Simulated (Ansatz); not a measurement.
SiH$_{2}$, singlet in cc-pVDZ: errors against full CI

Geometry: a PBE0/def2-TZVP stationary point for this spin, not checked as a minimum.

```xyz
3

Si    0.0000   -0.0715    0.0000
H     0.0000    0.9958   -1.0900
H     0.0000    0.9958    1.0900
```

Basis cc-pVDZ; Ansatz 0.2.0. Only valence electrons are correlated (noble-gas cores frozen), which leaves 6 electrons in 23 orbitals. Prefix R: restricted or restricted open-shell reference. Active spaces: pair = (2e, 2o) about the gap; valence = (6e, 6o) chosen from the atoms' valence shells.

Full CI is exact within this basis and frozen core; it isn't the basis-set limit.

* UHF ⟨S²⟩: 0.379
* T1 diagnostic (RCCSD): 0.0137
* largest doubles amplitude (RCCSD): 0.106

Problem. From what is known of these methods and the diagnostics, rank them by the size of their error in total energy against full CI in cc-pVDZ, smallest first (an estimate: the text doesn't fix the numbers).
A. RCCSDT(Q)
B. MRCISD+Q (valence space)
C. CISD
D. MRCISD (pair space)
E. NEVPT2 (pair space)

Solution. A (0.02 mEh), B (0.43 mEh), D (5.43 mEh), C (8.09 mEh), E (27.86 mEh).

All errors are against full CI in cc-pVDZ. Within each family the higher level lies nearer, as is usual though not guaranteed.

The full-CI state has the irrep A1 of C2v, in the program's axes.

Natural occupations of full CI about the gap: 1.961 1.947 1.892 0.067 0.042 0.025 0.013 0.009 0.008 0.008; effectively unpaired electrons, Σ n²(2−n)², 0.09.
